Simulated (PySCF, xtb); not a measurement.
dimethyl sulfide cation (C₂H₆S), SMILES CSC (connectivity only; charge and spin as stated), charge +1, multiplicity 2.

Geometry optimised at B3LYP-D3(BJ)/def2-TZVP. The spin state was assumed, not searched.

Level of theory: PySCF 2.14.0 with IEF-PCM-PBE0/def2-SVP.

The values are the electrostatic part of the solvation free energy, E(continuum) − E(gas) at the gas-phase geometry, in a cavity of scaled van der Waals radii (PySCF's table); cavitation and dispersion terms are not included.

```csv
solvent,ε,ΔG(elec) (kcal/mol)
water,78.36,(withheld)
ethylethanoate,5.99,-52.0
diethylether,4.24,-47.6
```

**Question.** Complete the blanks. (Estimate from the structure and the level; the computed values follow.)

**Answer.** 
- water, ΔG(elec) (kcal/mol): -61.8

For comparison, GFN2-xTB/ALPB(water) (xtb, at the GFN2-xTB geometry, all terms of that model) gives -58.4 kcal/mol.
